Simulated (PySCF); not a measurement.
# A diatomic session: NaAl+

The task here is to estimate one member of a computed series from the others.

The runs use PySCF 2.14.0; Na def2-SVPD, Al def2-SVPD, no relativity.

Set-up of the first run:

Settings of the job:

```json
{"atoms": "Na, Al", "charge": "1", "basis": "Na def2-SVPD, Al def2-SVPD", "Hamiltonian": "no relativity", "basis functions": "42", "electrons treated": "23", "masses in u": "22.9898, 26.9815", "levels": "PBE0, PBE, r²SCAN, B97-3, LDA, B2PLYP, HSE06, HF, MP2, SCS-MP2, CCSD, CCSD(T)", "grid": "80 radial by 434 angular points", "occupations": "held fixed by the projection of orbital angular momentum", "dissociation limit": "Na+ + Al, each in its ground configuration", "starting distance in angstrom": "2.870", "values of 2S to try": "1, 3"}
```

Launch:

```console
> OMP_NUM_THREADS=1 python dia.py task.json out
```

Among the steps run: Input; PBE0 along the bond; Higher solutions at PBE0; PBE; r²SCAN; B97-3; LDA (local density); B2PLYP (double hybrid); HSE06 (range-separated hybrid); UHF; Adding correlation.

One of the session's tables, all rows but one given; the rest of the session is left out.

Energy (eV) from each level's lowest point:

```
R (Å)    UHF  UHF-MP2  UHF-SCS-MP2  UHF-CCSD  UHF-CCSD(T)
2.940  0.174    0.165        0.165       n/a          n/a
3.077  0.086    0.080        0.081     0.080        0.079
3.214      ?        ?            ?         ?            ?
3.316  0.012    0.010        0.010     0.010        0.009
3.419  0.001    0.001        0.001     0.000        0.000
3.522  0.000    0.000        0.000     0.000        0.000
3.658  0.010    0.010        0.010     0.010        0.010
3.829  0.035    0.035        0.035     0.036        0.036
4.034  0.079    0.078        0.078     0.079        0.080
4.308  0.152    0.148        0.148       n/a          n/a
```

Estimate the missing values for R (Å) = 3.214.

Worked estimate for «UHF». A straight line through the neighbours (3.077, 0.086) and (3.316, 0.012) gives 0.086 + (0.012 − 0.086) × (3.214 − 3.077) / (3.316 − 3.077) = 0.044; a parabola fitted to 4 rows on both sides gives 0.032.

The run gave: UHF: 0.034; UHF-MP2: 0.031; UHF-SCS-MP2: 0.031; UHF-CCSD: 0.030; UHF-CCSD(T): 0.030. In «UHF» the line misses by +0.010 and the parabola by -0.002.
